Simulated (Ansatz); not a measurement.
Compare A (`C=C(Cl)CC`) with its isomer B (`C/C=C/CCl`).

Computed with Ansatz on PBE0-D4/def2-TZVP structures; ΔE is electronic, products minus reactants. CCSD(T)/CBS is the MP2 limit (def2-TZVPP, def2-QZVPP) plus CCSD(T) − MP2 in def2-TZVPP, frozen cores. DFT in def2-TZVPP. One conformer a species, not always the lowest.

Which isomer does CCSD(T)/CBS put lower? Give the gap. (Estimate.)

The calculation gave: A, by 4.3 kJ/mol.

Give E(B) − E(A) in kJ/mol with r2SCAN-D4, CCSD/def2-TZVPP, PBE-D4, B2PLYP, BLYP-D4, HF/def2-TZVPP, CCSD(T)/def2-TZVPP. (An estimate is asked.)

Computed: r2SCAN-D4 5.0, CCSD/def2-TZVPP 2.8, PBE-D4 4.2, B2PLYP 1.3, BLYP-D4 2.7, HF/def2-TZVPP -6.9, CCSD(T)/def2-TZVPP 4.6. The order is the other way round with HF/def2-TZVPP.

Does the order hold for the free energy at 298.15 K (harmonic terms from PBE0-D4)? (An estimate is asked.)

The calculation gave: Yes: G(B) − G(A) = +3.2 kJ/mol, for one conformer each.

Largest T1 diagnostic: 0.010.

Leaving LDA and LC-ωPBE aside and taking each functional with its dispersion term where it has one, the values, not all of them listed here, spread over 4.6 kJ/mol, from BHLYP-D4 to revPBE-D4. LDA lies +6.2 kJ/mol from PBE without D4. At CCSD(T), def2-SVP lies +5.7 kJ/mol from the extrapolated value and def2-TZVPP +0.3 kJ/mol.
